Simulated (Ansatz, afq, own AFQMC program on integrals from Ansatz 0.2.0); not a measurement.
Two steps: Ansatz 0.2.0 writes the Fock matrix and Cholesky factors of the valence space, and afq projects on them the lowest state that overlaps trial and start.

```yaml
crystal:
  periodic: [false, false, false]
  atoms:
    - {symbol: B, position_ang: [0.000000, 0.000000, 0.114060]}
    - {symbol: B, position_ang: [0.000000, 0.000000, -1.406367]}
    - {symbol: H, position_ang: [0.000000, 0.000000, 1.292307]}
basis:
  gaussian: {orbitals: 6-31G}
magnetization: {spin_polarized: true, initial_magnetization: 3}
correlation: {method: ccsd_t, electrons: outside_noble_gas, hamiltonian_folder: ham}
```

```sh
$ ansatz run in.yaml --threads 1 --pin off --events-out ev --progress --plain --max-ram 1843MiB
```

afq runs on the folder ham with

```
--method free --trial cisd --walkers 100 --time-step 0.02 --max-blocks 120 --target-error 0.00064 --factor-cut 0.0001 --seed 8643 --times 0.0,0.4,0.8,1.6,2.4 --taylor-order 6
```

Times are imaginary, in 1/Eh. The walk had a cap of 208 s.

afq prints:

```
orbitals 18  electrons 5 2  factors 95 of 284
reference energy -49.77901530 Eh
CCSD correlation -0.08388505 Eh in 11 cycles, weight of the determinant in the CISD state 0.9335
repeat  energy at the last time / Eh  error
    10  -49.865824  0.000248
    20  -49.865777  0.000167
    30  -49.865737  0.000139
time / (1/Eh)  energy / Eh  error  mean overlap
  0.00  -49.862950  0.000052  1.0714
  0.40  -49.864384  0.000061  1.0723
  0.80  -49.864868  0.000080  1.0820
  1.60  -49.865581  0.000141  1.0588
  2.40  -49.865733  0.000134  1.0371
energy -49.865733 +/- 0.000134 Eh
```

The run passed its tests (error under three times the target), which doesn't prove that it has relaxed.

Against this walk (error 3.6 meV) on the same determinant: CCSD(T) 24.3 meV higher, CCSDT(Q) 2.6 meV higher (within the noise), CCSDTQ 1.4 meV higher (within the noise), full CI 1.1 meV higher (within the noise). The error is statistical, and a free projection of finite length keeps a remainder of its start. The last points still move (meV from the last: 75.7 ± 1.4 at 0.00, 36.7 ± 1.7 at 0.40, 23.5 ± 2.2 at 0.80, 4 ± 4 at 1.60, 0 ± 4 at 2.40), but the last one has reached full CI within the noise or passed it, so little can be left to fall.

Cautions: remainder of the start not in the error; lower spins were not checked.

The walk took 17 s on 1 thread of Arm Neoverse V1 (shared host). The log's last line is the free-projection energy.

CCSDT and higher add their correlation energy to the determinant of the CCSD(T) run, since their own runs factorise the integrals more tightly (a shift of under 2 meV). A walk keeps the symmetry of its determinant, which the program's search chose and which needn't be the lowest solution, so a lower state of the same spin and another symmetry isn't excluded.
